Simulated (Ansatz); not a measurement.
**Molecular dynamics of BClS**

input.yaml

```yaml
crystal:
  periodic: [false, false, false]
  atoms:
    - { symbol: S, position_ang: [-1.05665, 1.173578, -0.447128] }
    - { symbol: B, position_ang: [-0.016669, 0.018553, -0.007052] }
    - { symbol: Cl, position_ang: [1.073319, -1.192141, 0.45417] }
basis:
  gaussian: { orbitals: def2-SVP }
hamiltonian:
  xc: b3lyp
  dispersion: d4
md:
  timestep: 2.0
  n_steps: 377
  ensemble: nvt_langevin
  temperature: 1000.0
  initial_velocities: maxwell_boltzmann
  seed: 397579
  friction: 0.05
scf:
  lower_state_search: "off"
```

Command:

```bash
$ ansatz run input.yaml --threads 1 --pin off --max-ram 2048MiB --backend cpu --events-out ev --progress --plain --runs-dir out
```

It starts from a relaxed structure.

Output, in part (step lines, the closing report, with atoms numbered from 0):

```
md step     0: t =     0.00 fs  T =   666.7 K  F+E_penalty+E_count = -24029.06467605 eV  E_kin = 0.258520 eV  (14 SCF iters)
[... lines left out ...]
Total energy: -24028.99141362 eV, -883.0491470151 hartree
Atom 0 at    -1.010467     1.161184    -1.263964 Å, force    -0.181350     0.211427    -0.685600 eV/Å
Atom 1 at    -0.174641     0.233834    -0.258034 Å, force    -0.258249     0.270750     0.410706 eV/Å
Atom 2 at     0.512084    -0.538836     1.059970 Å, force     0.439599    -0.482177     0.274893 eV/Å
Dipole moment:     0.171587    -0.190889     0.230020 e Å
```

The steps, from the saved trajectory:

```tsv
time (fs)	T (K)	potential energy less start (eV)
0.0	667	0.000
24.0	527	0.014
48.0	774	0.164
72.0	943	0.203
96.0	804	0.066
120.0	497	0.034
144.0	521	0.041
168.0	1322	0.113
192.0	802	0.138
216.0	1295	0.246
240.0	1791	0.135
264.0	584	0.174
288.0	1126	0.208
312.0	548	0.073
336.0	484	0.018
360.0	946	0.126
384.0	756	0.095
408.0	1325	0.114
432.0	1084	0.086
456.0	1041	0.249
480.0	820	0.247
504.0	310	0.016
528.0	1772	0.057
552.0	1275	0.102
576.0	925	0.301
600.0	1411	0.506
624.0	1114	0.206
648.0	2031	0.159
672.0	633	0.019
696.0	368	0.076
720.0	718	0.020
744.0	1598	0.104
```

All steps were run. The mean temperature of the second half is 10 % above the set value. A run of 0.75 ps of so small a system gives no equilibrium averages.

The same pairs are bonded in the first frame and the last. Pairs count as bonded within 1.25 times the sum of covalent radii (0.12 Å more for H–H).

Last frame:

```xyz
3
Properties=species:S:1:pos:R:3
S -1.010 1.161 -1.264
B -0.175 0.234 -0.258
Cl 0.512 -0.539 1.060
```

Time of the run: 12 min on 1 thread of Intel(R) Xeon(R) Processor @ 2.50GHz (Skylake/Cascade Lake), on a shared host, peak memory 0.096 GiB.
